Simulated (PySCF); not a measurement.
A structure optimised at PBE0-D3(BJ)/def2-TZVP, used in a PySCF frequency run:

```xyz
3

S      0.0000     0.0000     1.5483
C      0.0000     0.0000     0.0000
S      0.0000     0.0000    -1.5483
```
Charge 0, spin multiplicity 1.

### Question
Write its SMILES, formula and point group.

### Answer
S=C=S, CS2, D∞h

### Question
What are its rotational constants (standard atomic weights)?

### Answer
3.2878 GHz (linear rotor, B only)
